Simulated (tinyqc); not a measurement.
The basis set: RHF and MP2 along a ladder of basis sets, for HF, spin multiplicity 1. Computed by the program tinyqc with PySCF. Same geometry throughout; the dipole is taken about the origin.

Geometry (angstrom):
```
atom       x       y       z
F     0.0000  0.0000  0.0000
H     0.0000  0.0000  0.8190
```

RHF and frozen-core MP2 in a ladder of bases:
```
basis        functions  E(RHF) (hartree)  E(MP2 corr) (hartree)  HOMO (eV)  LUMO (eV)  dipole (debye)
sto-3g               6         -98.54091               -0.01341    -12.764     20.065           1.387
6-31g               11         -99.96861               -0.12231    -17.422      6.402           2.156
6-31g**             19         -99.99968               -0.17711    -17.344      6.692           1.805
cc-pvdz             19        -100.00900               -0.19729    -17.403      5.504           1.754
aug-cc-pvdz         32        -100.02334               -0.21655    -17.994      1.040           1.746
cc-pvtz             44        -100.04860               -0.26698    -17.797      4.263           1.757
```

Estimate the missing row, basis = 3-21g.

Computed row:
```
basis  functions  E(RHF) (hartree)  E(MP2 corr) (hartree)  HOMO (eV)  LUMO (eV)  dipole (debye)
3-21g         11         -99.44035               -0.11652    -16.532      8.208           2.049
```

From cc-pVDZ to cc-pVTZ the RHF energy falls by 39.6 mhartree and the correlation energy by 69.7. If valence correlation converges as X^-3, (27 E(T) - 8 E(D))/19 gives -0.2963 hartree, a rough estimate from such small X that usually falls short; STO-3G holds about 5 % of it. Beyond STO-3G the LUMO moves by 7.2 eV and the HOMO by 1.5 eV; diffuse functions lower the positive LUMO sharply, since an unbound virtual level tracks the most diffuse function.
